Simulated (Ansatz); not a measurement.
Zinc-blende CuI, relaxed in Ansatz (plane waves) with several semilocal functionals. Each gives its own volume and its own elastic constant C11:

| level | V0 (Å³/atom) | elastic constant C11 (GPa) | ln V0 | ln C11 |
|---|---|---|---|---|
| LDA | 25.179 | 71.14 | 3.2260 | 4.2646 |
| PBEsol | 26.194 | 62.32 | 3.2655 | 4.1323 |
| PBE | 28.076 | 50.86 | 3.3349 | 3.9291 |

Task: Fit a straight line to ln C11 against ln V0. What does it predict for r²SCAN, whose volume is 27.309 Å³/atom?

Result: With x = ln V0 and y = ln C11: means 3.27547 and 4.10867; Σ(Δx Δy) = -0.01862, Σ(Δx²) = 0.006079, so the slope is -3.06. At x = 3.3072 the line gives y = 4.10867 + (-3.06) × (3.3072 − 3.27547) = 4.0116, or 55.24 GPa. The run with r²SCAN gives 55.94 GPa, +1.3 % from the line. The rows used scatter about it by up to 0.7 %, while the largest value lies 40 % above the smallest.

Ansatz's density-functional and Hartree–Fock values are scalar-relativistic unless marked +SOC, with PAW data made under PBE.

Ansatz is an electronic-structure program.
